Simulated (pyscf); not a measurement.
Optimised with ωB97X-D3(BJ)/def2-SVP in PySCF.

SMILES: [OH][Zr]([SH])([OH])[OH]
```xyz
9

O     -0.5205     0.3240     1.5334
Zr    -0.9199    -0.5565    -0.1227
O     -0.9428    -2.4624     0.0589
O      0.3232     0.0346    -1.4593
S     -3.2061     0.0647    -0.8181
H     -0.3183     0.7275     2.3761
H     -0.8303    -3.4023     0.1972
H      0.9635     0.2796    -2.1255
H     -2.8819     1.3751    -0.8645
```
Charge 0, spin multiplicity 1.

### Question
What is the homolytic dissociation enthalpy (298 K, ωB97M-D3(BJ)/def2-TZVP) of the S–Zr bond of HO–Zr(OH)(OH)–SH, to [HO–Zr(OH)–OH]• + SH•?

### Answer
S–Zr to [HO–Zr(OH)–OH]• + SH•: 372.0 kJ/mol. The 7 functionals that were run give +360.6 (M06-2X) to +405.6 kJ/mol (ωB97X-D3(BJ)/def2-TZVP). The radicals are drawn with the spin at the cut bond; how far it spreads was not checked. Other isomers of [HO–Zr(OH)–OH]• were not searched in full and may lie lower. Left out: the spin-orbit lowering of SH. Open-shell species with a d-block atom are single-reference here; other states, and whether the spin sits on metal or ligand, were not checked. Elements past Kr carry the def2 core potentials, without spin-orbit coupling.
